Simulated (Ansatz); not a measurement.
System: fluorite CdF₂. Method: r²SCAN (Ansatz, a first-principles code, plane waves, PAW).

Settings: plane-wave cutoff 560 eV, 12×12×12 k mesh, Fermi–Dirac smearing 0.01 eV, scalar-relativistic PAW data made under PBE.

Properties against volume:

| V (Å³/atom) | P (GPa) | direct gap at Γ (eV) | smallest gap on the k mesh (eV) |
|---|---|---|---|
| 12.254 | 8.12 | 4.444 | 4.023 |
| 12.514 | 5.09 | 4.399 | 3.945 |
| 12.775 | 2.40 | 4.353 | 3.868 |
| 13.036 | 0.00 | 4.306 | 3.794 |
| 13.296 | -2.14 | 4.258 | 3.721 |
| 13.557 | -4.04 | 4.210 | 3.649 |
| 13.818 | -5.74 | 4.161 | 3.579 |

The fundamental gap (3.79 eV at the equilibrium volume, with added k points) lies elsewhere than Γ–Γ.

Measured, for comparison: band gap 7.8 eV (temperature not stated, not corrected to a static lattice, indirect W–Γ; as tabulated in Cappellini et al. (2013), arXiv:1302.2571).

Spin–orbit coupling is not included.
